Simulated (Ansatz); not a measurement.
Input file:

```yaml
crystal:
  periodic: [false, false, false]
  atoms:
    - {symbol: B, position_ang: [0.000000, 0.000000, 0.126768]}
    - {symbol: C, position_ang: [0.000000, 0.000000, -1.813240]}
    - {symbol: H, position_ang: [0.000000, 0.000000, 1.686473]}
basis:
  gaussian: {orbitals: 6-31G, occupation: {up: {"A1": 5, "B1": 1}, down: {"A1": 5, "B1": 1}}}
correlation: {method: fci, electrons: outside_noble_gas}
```

```sh
$ ansatz run in.yaml --threads 1 --pin off --events-out ev --progress --plain --max-ram 2393MiB
```

Log:

```
445 factors; integrals over basis functions are off by at most 1.6e-7 eV
mean field evaluation 1: about -1706.5879 eV, gradient 1.1e1 eV
mean field evaluation 2: about -1707.2949 eV, gradient 4.8e-1 eV
mean field evaluation 4: about -1707.2968 eV, gradient 2.0e-2 eV
mean field evaluation 8: about -1707.2968 eV, gradient 2.3e-6 eV
mean field -1707.29681175 eV, -62.7420005845 hartree, gradient 2.3e-6 eV, S^2 0.000000; 0 other end points of the search recorded, 0 dependent functions left out; unrestricted orbitals would lower it
mean field evaluation 16: about -1708.3081 eV, gradient 7.3e-1 eV
unrestricted determinant -1708.57145280 eV, -62.7888427791 hartree, S^2 1.1123
2 core orbitals not correlated: weight in the atoms' cores, before any rotation towards them, 1.000 or more for the frozen orbitals, at most 0.000 for the correlated occupied ones
reference -1707.29681175 eV, -62.7420005845 hartree; 4, 4 occupied and 14, 14 virtual orbitals, 445 factors
state -1712.52048718 eV, -62.9339671159 hartree
Total energy: -1712.52048718 eV, -62.9339671159 hartree
```

Ran on 1 thread of Arm Neoverse V1, shared host: 8.5 s wall, 0.24 GiB peak host memory.
